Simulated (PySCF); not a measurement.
Bond length, frequency and bond energy of CH⁻ by level of theory

State: ³Σ⁻ (triplet), unpaired electrons π ↑↑. Set-up: PySCF, no relativity, basis sets H def2-TZVPPD, C def2-TZVPPD. De refers to H + C⁻ in their high-spin ground configurations, without counterpoise correction. The functionals are run spin-unrestricted. A positive dipole points towards C; it is taken about the centre of mass and depends on that origin.

| Level | Re (Å) | ωe (cm⁻¹) | De (eV) | μ (D) | CPU s a point (SCF and correlation, without the integrals) |
| --- | --- | --- | --- | --- | --- |
| UHF | 1.126 | 2705 | n/a | -1.41 | 0.16 |
| UHF-MP2 | 1.129 | 2727 | n/a | n/a | 0.23 |
| UHF-SCS-MP2 | 1.129 | 2712 | n/a | n/a | n/a |
| UHF-CCSD | 1.136 | 2625 | n/a | n/a | n/a |
| UHF-CCSD(T) | 1.139 | 2599 | n/a | n/a | 2.4 |
| PBE | 1.149 | 2532 | 3.74 | -1.01 | 0.43 |
| BP86 | 1.151 | 2513 | 3.88 | -0.99 | 0.28 |
| r²SCAN | 1.142 | 2571 | 3.64 | -1.13 | 0.63 |
| PBE0 | 1.139 | 2625 | 3.65 | -1.14 | 0.8 |
| r²SCAN0 | 1.134 | 2641 | 3.60 | -1.21 | 0.73 |
| M06 | 1.135 | 2584 | n/a | -1.20 | 0.72 |
| BHandHLYP | 1.127 | 2690 | n/a | -1.23 | 0.37 |
| M06-2X | 1.131 | 2665 | 3.62 | -1.23 | 0.72 |
| CAM-B3LYP | 1.133 | 2645 | n/a | -1.22 | 0.73 |

Problem. What does a quarter of exact exchange do here, going from PBE to PBE0?

Solution. PBE0 less PBE: -1.0 pm in Re, +3.7 % in ωe, -0.09 eV in De. Exact exchange removes part of the self-interaction that spreads semilocal densities, and in most molecules shortens and stiffens the bond and lowers De; so it does here.

Problem. What does a quarter of exact exchange do here, going from r²SCAN to r²SCAN0?

Solution. r²SCAN0 less r²SCAN: -0.8 pm in Re, +2.7 % in ωe, -0.04 eV in De. Exact exchange removes part of the self-interaction that spreads semilocal densities, and in most molecules shortens and stiffens the bond and lowers De; so it does here.

Problem. What does second-order correlation do here, going from UHF to UHF-MP2?

Solution. UHF-MP2 less UHF: +0.3 pm in Re, +0.8 % in ωe. Correlation nearly always deepens the well. The bond lengthens, as in strong covalent bonds, where excitations into antibonding orbitals dominate.

Correlated steps freeze 1 core orbital. For an ion De counts to the pair picked by the measured ionisation energies or electron affinities, which need not be the lowest pair at this level. The highest Kohn–Sham level is positive in this anion. Much of that is self-interaction error, but it also means that the finite basis helps to hold the extra electron. The state is the lowest determinant that a PBE0 search found; another state may lie lower at other levels.

The whole job (state search and all levels along the bond) took about 2 min on 1 thread of Intel Xeon Platinum 8488C (shared host), peak memory 0.85 GiB.
